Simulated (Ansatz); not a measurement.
Structure relaxation of Cs2Ru

Computed with DFT PBE, scalar-relativistic, plane waves, PAW (Ansatz). Cutoff 420 eV, Γ-centred k mesh, Gaussian smearing, no spin polarisation in the final step.

The start puts Cs2Ru on the marcasite structure type (Pnnm, No. 58), with Ru in place of Fe, Cs in place of S, at a guessed volume.

```
CELL_PARAMETERS angstrom
5.88649 0.00000 0.00000
0.00000 7.18442 0.00000
0.00000 0.00000 4.48500
ATOMIC_POSITIONS crystal
Cs 0.20040 0.37870 0.00000
Cs 0.79960 0.62130 0.00000
Cs 0.70040 0.12130 0.50000
Cs 0.29960 0.87870 0.50000
Ru 0.00000 0.00000 0.00000
Ru 0.50000 0.50000 0.50000
```

Steps on the 4×4×4 mesh (6 atoms). 12 of 14 steps are shown, and the free energy counts from the last. Trial steps that were taken back and renewals of the plane-wave basis can be among the rows.

| step | ΔF (meV/atom) | V (Å³/atom) | P (GPa) | largest force component (eV/Å) |
| --- | --- | --- | --- | --- |
| 1 | 431.7 | 31.61 | 5.40 | 2.313 |
| 2 | 190.7 | 32.95 | 2.45 | 0.484 |
| 3 | 148.6 | 34.79 | 1.22 | 0.355 |
| 5 | 60.5 | 38.92 | -0.62 | 0.329 |
| 6 | 16.3 | 39.28 | -0.41 | 0.206 |
| 7 | 28.8 | 39.43 | 1.65 | 0.476 |
| 8 | 8.8 | 39.60 | -0.14 | 0.078 |
| 9 | 7.3 | 39.79 | 0.02 | 0.003 |
| 10 | 2.6 | 39.79 | 0.27 | 0.004 |
| 12 | 0.4 | 41.11 | -0.06 | 0.004 |
| 13 | 0.0 | 40.76 | 0.03 | 0.007 |
| 14 | 0.0 | 40.76 | 0.03 | 0.007 |

A final relaxation ran on a 6×6×8 mesh. The relaxed crystal, P4_2/mnm (No. 136):

```
Cs Ru
1.0
     6.82993    0.00000    0.00000
     0.00000    6.82993    0.00000
     0.00000    0.00000    5.26642
Cs Ru
4 2
Direct
  0.26294 0.26294 0.00000
  0.73706 0.73706 0.00000
  0.76294 0.23706 0.50000
  0.23706 0.76294 0.50000
  0.00000 0.00000 0.00000
  0.50000 0.50000 0.50000
```

```json
{
 "Volume per atom": "40.94 Å³",
 "Density": "4.96 g/cm³",
 "Energy over the elements": "1.37 eV/atom",
 "Gap on the 6×6×8 mesh": "0 eV (a metal)"
}
```

The zero of energy is the elements' standard structures at the same level; no fitted shifts are applied.

The final run used a 6×6×8 mesh on its 6-atom cell and 0.10 eV smearing. The k mesh leaves about 4 meV/atom of noise in metals.

A structure relaxed within its symmetry needn't be a true minimum.

Cost: 3 runs of about 5 core-minutes in all, on Intel Xeon 6975P-C (Granite Rapids) (shared hosts).